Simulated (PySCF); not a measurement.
## Nuclear quadrupole coupling in chlorine oxoborane

Species: chlorine oxoborane, BClO.
Z-matrix (Å and degrees, PBE0-D3(BJ)/def2-TZVP geometry), rows numbered from 1:
```
O 
B   1  1.2036
Cl  2  1.6804  1  179.92
```

Field gradients from the PBE0/pcSseg-2 density (PySCF, non-relativistic), principal values in atomic units, ordered |Vxx| ≤ |Vyy| ≤ |Vzz|:

```tsv
atom	Vxx	Vyy	Vzz
O1	0.1978	0.1978	-0.3956
B2	0.1527	0.1527	-0.3055
Cl3	-1.2639	-1.2639	2.5278
```

Q: Find the asymmetry η = (Vxx − Vyy)/Vzz and the couplings χ = eQV/h (234.96 MHz × Q in barn × V in au), with Q(17O) = −0.0256 b, Q(11B) = 0.04059 b, Q(35Cl) = −0.0817 b.

A: 
```
atom               environment  nucleus     η  χzz (MHz)  χxx (MHz)  χyy (MHz)
  O1        oxygen bonded to B      17O  0.00      2.380     -1.190     -1.190
  B2  boron bonded to Cl and O      11B  0.00     -2.914      1.457      1.457
 Cl3      chlorine bonded to B     35Cl  0.00     -48.53      24.26      24.26
```

The gradient is axial or nearly so (η below 0.05) at O1, B2 and Cl3. 

Q: What is Vzz at Cl3 in SI units (1 au = 9.71736 × 10²¹ V/m²)?

A: 2.5278 au = 24.564 × 10²¹ V/m².

Geometry: PBE0-D3(BJ)/def2-TZVP; no solvent, vibrations or thermal averaging.
